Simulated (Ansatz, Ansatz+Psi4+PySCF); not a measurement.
```yaml
atoms:
  - { symbol: C, position_ang: [1.4907, 1.3047, -0.8811] }
  - { symbol: C, position_ang: [0.6928, 0.6315, -0.0897] }
  - { symbol: C, position_ang: [-0.0928, -0.0315, 0.6897] }
  - { symbol: C, position_ang: [-0.8907, -0.7047, 1.4811] }
```

Basis set: cc-pVTZ (spherical functions). Left uncorrelated: 4 orbitals. Correlation on ROHF uses semicanonical orbitals with singles. Charge 0, multiplicity 3.

Computed with Ansatz (development build ahead of 0.2.0); each method stands on the lowest determinant of its kind that the runs found.

(1) Give the atomization energy at this shape (free ground-state atoms in the same class of orbitals less the molecule, no zero-point energy) of triplet C₄ by UHF-CCSD(T), UHF-CCSD, ROHF-MP2, UHF-MP2, ROHF.

Results:

(1)

```
     method  atomization energy
UHF-CCSD(T)     418.60 kcal/mol
   UHF-CCSD     402.31 kcal/mol
   ROHF-MP2     433.71 kcal/mol
    UHF-MP2     430.40 kcal/mol
       ROHF     288.06 kcal/mol
```

Caution for UHF-CCSD(T), UHF-CCSD, UHF-MP2: large share of triples, a single reference is doubtful; the unrestricted determinant is spin contaminated. Caution for UHF-CCSD(T), UHF-CCSD: the program doubts this total. Caution for ROHF-MP2, ROHF: an unrestricted determinant lies well below; the determinant breaks the point group. Caution for ROHF-MP2: another reference gives a lower total.
